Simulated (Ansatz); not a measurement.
A made-up structure of CH₆NSi (charge -1), closed shell:

```xyz
9
angstrom
N -0.6887 0.8057 -1.1084
C 0.2757 0.5491 -0.0086
Si -0.2291 -0.9638 1.1298
H -1.6178 0.7562 -0.6913
H -0.6669 -0.0112 -1.7137
H 0.3315 1.4602 0.6019
H 1.2660 0.4349 -0.4653
H 0.3177 -2.0783 0.2045
H 0.4168 -0.3840 -0.4913
```

It is relaxed with PBE-D4/def2-SVPD and then PBE0-D4/def2-TZVPD (Ansatz 0.2.0). Atoms count as bonded within 1.22 times the sum of their covalent radii (H–H: 0.88 Å). The end point is not checked to be a true minimum.

Q: Does its bonding change? (A judgement: the text doesn't fix the answer.)

A: The calculation gives: Yes. Formed: Si3–H9; broken: C2–H9.

Where it ends: The first stage lowers the energy by 5.00 eV in 22 steps. It ends as CH₆NSi ([NH2][CH2][SiH2]), total charge -1:
```xyz
9
angstrom
N -0.3662 0.8735 -1.2912
C 0.4099 0.6545 -0.0435
Si 0.2010 -1.0454 0.8959
H -1.3372 0.6970 -1.0446
H -0.1487 0.0818 -1.8919
H 0.1650 1.4743 0.6464
H 1.4723 0.7987 -0.2853
H 0.3574 -1.9235 -0.3721
H -1.3484 -1.0421 0.8436
```

Labels in which every atom is bracketed show which atoms are joined, not bond orders.

For scale, one of the runs: PBE0-D4/def2-TZVPD relaxation, 171 basis functions, launched by `ansatz run in.yaml --threads 2 --pin off --events-out ev --progress --plain --max-ram 4352MiB`. The run took about 25 s on 2 CPU threads of an Arm Neoverse V2 (shared host).
